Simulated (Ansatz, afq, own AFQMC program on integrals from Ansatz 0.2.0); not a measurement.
Where AFQMC and coupled cluster stand for C3H9N, singlet

```csv
atom,x (Å),y (Å),z (Å)
C,-0.8127,0.9189,-0.6597
C,-0.0925,-0.3157,-0.1380
C,1.3899,-0.0484,0.0772
N,-0.6909,-0.7142,1.1276
H,-1.8827,0.7141,-0.8276
H,-0.7377,1.7389,0.0717
H,-0.3846,1.2571,-1.6156
H,-0.1776,-1.1049,-0.9195
H,1.8797,0.2630,-0.8579
H,1.9083,-0.9508,0.4405
H,1.5268,0.7442,0.8296
H,-1.6761,-0.9378,0.9973
H,-0.2498,-1.5643,1.4745
```

Basis def2-TZVP. Only valence electrons are correlated. Ansatz 0.2.0 and our own AFQMC program on the same integrals; the CISD trial comes from CCSD amplitudes, and released means the phaseless constraint is let go. ± is one standard error of the sampling.

Determinant: RHF, the one that the program's search chose, which needn't be the lowest solution. The geometry is a PBE0/def2-SVP stationary point of this or a neighbouring charge and spin state.

No full CI on the walks' own integrals is used here. The released AFQMC energy serves as the reference, which it does only where one determinant dominates, the energy is flat over the last release times and near the phaseless one (40 meV or 2 meV an electron, half that with transition metals). On small molecules, where full CI could be run and the noise was under 10 meV, such values lay within 10 meV of it in 19 cases of 20, a flattering rate, since the rule was set on those same cases; what remains of the bias isn't in the error bar.

Cautions: the released value is read at 0.63 1/Eh with a noise of 24 meV, more than in the cases checked, later times being too noisy (meV from the phaseless value at times in 1/Eh: 6 ± 22 at 0.21, 2 ± 26 at 0.42, -27 ± 24 at 0.63, -7 ± 57 at 0.90).

The T1 diagnostic is 0.0089. The weight of the determinant in the CISD state is 0.789 and the size of the correlated space is 26 electrons in 174 orbitals.

```
  level  correlation energy (eV)
    MP2                 -19.8285
   CCSD                 -21.1283
CCSD(T)                 -21.9089
```

**Question.** Estimate where phaseless AFQMC with a CISD trial lies against CCSD(T) on the same integrals.

**Answer.** 0.93 ± 0.48 kcal/mol below CCSD(T). The gap is under twice the noise, so this walk alone can't tell the two apart.

Reference: AFQMC with the constraint released, correlation energy -21.976 ± 0.024 eV.

```tsv
level	E − E(reference) (kcal/mol)	share of correlation (%)
CCSD(T)	1.56 ± 0.56	99.69
ph-AFQMC/CISD	0.63 ± 0.74	99.88
```

Released energies are given only where the last usable release times agree within the noise; a slower fall can still hide under it.
